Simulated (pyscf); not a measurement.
**Routes from HO–SiH(OH)–F + H₂**

Candidate steps break at most two bonds and form at most two. Each was searched with GFN2-xTB (tblite) first. Single points on ωB97X-D3(BJ)/def2-SVP structures (PySCF, gas phase). Energies: ωB97M-D3(BJ)/def2-TZVP, kJ/mol, from the separated reactants, singlet surface; ΔG‡ with ideal gas, 1 atm, RRHO with modes under 100 cm⁻¹ raised to 100, one conformer, R ln 2 for chiral ones without a mode under 150 cm⁻¹.

```csv
products,type,ΔE‡,ΔE,ΔG‡ 298 K,ΔG‡ 900 K,ν‡ (cm⁻¹)
HO–SiH₂–F + H₂O,four-centre exchange,221.2,+105.2,266.5,352.3,1338i
HO–SiH₂–OH + HF,four-centre exchange,244.0,+148.1,289.4,373.5,1000i
```

Row 1: On the product side the descent ends in a complex (not fully relaxed), 17.7 kJ/mol under the separated species and 135.9 kJ/mol under the saddle at ωB97X-D3(BJ)/def2-TZVP. 

Plain bond fissions and candidates not yet searched are not listed, and one of them may be faster. Each barrier is that of the saddle found; lower ones may exist.
